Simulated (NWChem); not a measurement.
# One shape, several levels: NO2F (nitryl fluoride)

Aim: a comparison of 6 runs (HF/def2-SVP, PBE0/def2-SVP, BLYP/pcseg-2, MP2/STO-3G, MP2/cc-pVDZ, CCSD(T)/6-311G**) of NO2F (nitryl fluoride). 

The calculation is run with NWChem 7.3.0.

## (1) The molecule

NO2F: 4 atoms, total charge 0, spin state singlet. SMILES: `O=[N+]([O-])F`. The coordinates come from a PBE0-D4/def2-TZVP relaxation.

Bond lengths: O1–N2 1.170 Å, N2–O3 1.170 Å, N2–F4 1.442 Å. Angles: O1–N2–O3 135.6°, O1–N2–F4 112.2°, O3–N2–F4 112.2°.

## (2) Energy and forces at HF/def2-SVP (run 1)

nw.nw

```
echo
start nw
memory stack 880 mb heap 220 mb global 1100 mb
geometry noautosym nocenter noautoz
O      0.188290     0.469930     1.120250
N      0.079720    -0.071800     0.089140
O      0.476580    -1.068680    -0.376880
F     -0.744590     0.670550    -0.832510
end
basis spherical bse
* library def2-SVP
end
scf
thresh 1e-08
maxiter 80
print medium
end
task scf gradient
```

Launch:

```
$ nwchem nw.nw > nw.out
```

Standard output:

```text
[...]
  functions       =    56
[...]
  wavefunction    = RHF
[...]
         Total SCF energy =   -303.161727584349
      One-electron energy =   -664.808484510410
      Two-electron energy =    237.170241647366
 Nuclear repulsion energy =    124.476515278695
        Time for solution =      1.3s
[...]
                         RHF ENERGY GRADIENTS
    atom               coordinates                        gradient
                 x          y          z           x          y          z
   1 O       0.355817   0.888039   2.116966    0.004005   0.026259   0.046959
   2 N       0.150649  -0.135682   0.168450    0.010129  -0.009130   0.011330
   3 O       0.900606  -2.019512  -0.712200    0.017467  -0.045590  -0.022954
   4 F      -1.407071   1.267156  -1.573216   -0.031601   0.028460  -0.035334
[...]
```

Wall time 2.3 s (1 thread of AMD EPYC 9R45 (Zen 5), shared host); peak memory 0.1 GiB.

## (3) Energy and gradient at PBE0/def2-SVP (run 2)

fno2.xyz

```xyz
4
FNO2 PBE0
O      0.188290     0.469930     1.120250
N      0.079720    -0.071800     0.089140
O      0.476580    -1.068680    -0.376880
F     -0.744590     0.670550    -0.832510
```

fno2.nw

```
start fno2
title "FNO2 PBE0"
memory stack 880 mb heap 220 mb global 1100 mb
charge 0
geometry units angstrom noautosym nocenter noautoz
 load format xyz fno2.xyz
end
basis spherical bse
 * library def2-SVP
end
dft
 xc pbe0
 mult 1
 grid xfine
 convergence energy 1e-08
 iterations 100
 mulliken
 noprint "final vectors analysis"
end
task dft gradient
```

Launch:

```
$ nwchem fno2.nw > fno2.out
```

Standard output:

```text
[...]
          Wavefunction type:  closed shell.
          No. of atoms     :     4
          No. of electrons :    32
[...]
          Charge           :     0
          Spin multiplicity:     1
[...]
          AO basis - number of functions:    56
[...]
              XC Information
              --------------
                         PBE0 Method XC Functional
                     Hartree-Fock (Exact) Exchange  0.250
          PerdewBurkeErnzerhof Exchange Functional  0.750
            Perdew 1991 LDA Correlation Functional  1.000 local
           PerdewBurkeErnz. Correlation Functional  1.000 non-local
[...]
 d= 0,ls=0.0,diis     1   -304.0493076291 -4.29D+02  4.08D-02  3.02D+00     0.5
[...]
 d= 0,ls=0.0,diis     8   -304.3508875679 -6.97D-09  4.43D-06  2.05D-07     3.3
         Total DFT energy =     -304.350887567922
      One electron energy =     -665.661434635001
           Coulomb energy =      270.942536202599
    Exchange-Corr. energy =      -34.108504414215
 Nuclear repulsion energy =      124.476515278695
[...]
      Total Density - Mulliken Population Analysis
     ---------------------------------------------
    Atom       Charge   Shell Charges
 -----------   ------   -------------------------------------------------------
    1 O    8     8.13   1.99  1.12  0.75  2.80  1.45  0.03
    2 N    7     6.52   1.99  1.07  0.15  2.32  0.84  0.15
    3 O    8     8.13   1.99  1.12  0.75  2.80  1.45  0.03
    4 F    9     9.21   1.99  1.15  0.82  3.29  1.95  0.01
[...]
  wavefunction    = closed shell
                         DFT ENERGY GRADIENTS
    atom               coordinates                        gradient
                 x          y          z           x          y          z
   1 O       0.355817   0.888039   2.116966   -0.000943  -0.000184  -0.002528
   2 N       0.150649  -0.135682   0.168450    0.004673  -0.004209   0.005235
   3 O       0.900606  -2.019512  -0.712200   -0.001408   0.002301  -0.000110
   4 F      -1.407071   1.267156  -1.573216   -0.002322   0.002091  -0.002598
[...]
```

Wall time 4.8 s (1 thread of AMD EPYC 9R45 (Zen 5), shared host); peak memory 0.12 GiB.

Runs 3 to 5 aren't shown in full; the table further down has their settings and results.

## (4) A single-point energy at CCSD(T)/6-311G(d,p) (run 6)

test.nw

```
start test
title "FNO2 ccsd(t)"
memory total 2200 mb

geometry units angstroms noautosym nocenter noautoz
  O        0.188290       0.469930       1.120250
  N        0.079720      -0.071800       0.089140
  O        0.476580      -1.068680      -0.376880
  F       -0.744590       0.670550      -0.832510
end

basis spherical bse
  * library 6-311G**
end

scf
  thresh 1e-08
  maxiter 80
  print low
end

ccsd
  freeze core 4
  maxiter 60
end

task ccsd(t) energy
```

Launch:

```
$ nwchem test.nw > test.out
```

Standard output:

```text
[...]
  functions       =    72
[...]
  wavefunction    = RHF
[...]
         Total SCF energy =   -303.490510116608
      One-electron energy =   -665.368131906622
      Two-electron energy =    237.401106511319
 Nuclear repulsion energy =    124.476515278695
        Time for solution =      3.0s
[...]
 Total MP2 energy:           -304.296213324950429
[...]
             energy      energy      error      ampl     ampl      Block
                                                time     time      time
[...]
 Total CCSD energy:           -304.277668573010317
[...]
 Total CCSD+T(CCSD) energy:           -304.316348817319351
[...]
 Total CCSD(T) energy:                -304.312949781836210
[...]
```

Wall time 36 s (1 thread of AMD EPYC 9R45 (Zen 5), shared host); peak memory 0.18 GiB.

## (5) All runs side by side

```csv
run,level,iteration cap,module,energy (Eh),dipole moment (D),largest force (eV/Å),wall time
1,HF/def2-SVP,80,scf,-303.161728,0.08,2.843,2.3 s
2,PBE0/def2-SVP,100,dft,-304.350888,0.26,0.421,4.8 s
3,BLYP/pcseg-2,100,dft,-305.020314,0.38,2.323,21 s
4,MP2/STO-3G,80,mp2,-299.451698,0.11,14.033,1.4 s
5,MP2/cc-pVDZ,80,mp2,-304.186447,0.51,2.113,11 s
6,CCSD(T)/6-311G**,80,ccsd(t),-304.312950,–,–,36 s
```

## (6) Summary of results

| quantity | value |
| --- | --- |
| run 6: total energy | -304.31295 Eh |
| run 6: correlation energy (4 core orbitals frozen) | -822.4 mEh |
| run 6: (T) correction | -35.28 mEh |

In words: Over runs 1, 2, 3, 4, 5 the dipole moment (its size) runs from 0.08 D (HF/def2-SVP) to 0.51 D (MP2/cc-pVDZ). The two ends differ in method and basis. Totals of different functionals can't be ranked against each other. In run 4 the basis is minimal, so the values are rough. All runs together took 77 s, the longest 36 s.
